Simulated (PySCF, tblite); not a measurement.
# C3H2FO radical: geometry, infrared bands and EPR parameters

Wanted: the infrared bands and EPR parameters of C3H2FO radical (`C=C(F)[C]=O`), by calculation.

Computed with tblite 0.8.0 and PySCF 2.14.0, with density-fitted response routines of our own, on a single molecule in the gas phase. Atoms are numbered from 0 throughout.

### 1 The molecule as given

7 atoms, charge 0, multiplicity 2; geometry from: force field or distance geometry start.

Bonds of the start (Å): C0–C1 1.31, C1–F2 1.37, C1–C3 1.46, C3–O4 1.27, C0–H5 1.08, C0–H6 1.09.

### 2 Optimising the geometry with GFN2-xTB

The job: settings as JSON, then the geometry in Å.

```
{"job": {"kind": "relax", "xc": "GFN2-xTB", "basis": "xTB"}, "charge": 0, "multiplicity": 2}
C     -1.076600     0.133200     0.140600
C      0.220800     0.144700    -0.030000
F      0.836300     1.371700    -0.008200
C      1.013700    -1.071100    -0.208300
O      2.260400    -0.884700    -0.333300
H     -1.571900     1.089300     0.262600
H     -1.679400    -0.778200     0.149600
```

Launch:

```bash
$ OMP_NUM_THREADS=1 python probes_run.py task.json out
```

One launch serves the whole session: the jobs run in the order shown.

**Question.** This job is followed by: GFN2-xTB harmonic vibrations, gas phase; UKS B3LYP, pcH-1 on C F H O, non-relativistic, mean-field spin-orbit, GIAO. Predict these results of the whole session: strongest single infrared mode (GFN2-xTB); zero-point energy (GFN2-xTB); g(iso) (B3LYP); ⟨S²⟩; largest a(iso); potential on the surface of density 0.002 e/bohr³, 1st and 99th percentile.

As calculated:

```
                                                                  quantity                  value
                                 strongest single infrared mode (GFN2-xTB)  2199 cm⁻¹, 648 km/mol
                                              zero-point energy (GFN2-xTB)          24.2 kcal/mol
                                                            g(iso) (B3LYP)                1.99884
                                                                      ⟨S²⟩     0.766 (exact 0.75)
                                                            largest a(iso)    13C on C0, 57.1 MHz
potential on the surface of density 0.002 e/bohr³, 1st and 99th percentile     -0.58 V and 1.62 V
```

The optimisation took 56 steps and gained 0.924 eV; among the close pairs (by a distance rule), C1–C3 changed most, from 1.462 to 1.348 Å. All 15 modes are real, so the xTB geometry is a minimum. The strongest single mode, at 2199 cm⁻¹, moves mainly C3. Unscaled tight-binding wavenumbers are off by several per cent, some by more. Its intensities can rank the bands wrongly. C0 carries the largest spin population, 0.73 e. The isotropic g lies 3.5 ppt below the free-electron value. The conformer search found further structures of the same energy, which may be mirror or relabelled copies of this one.
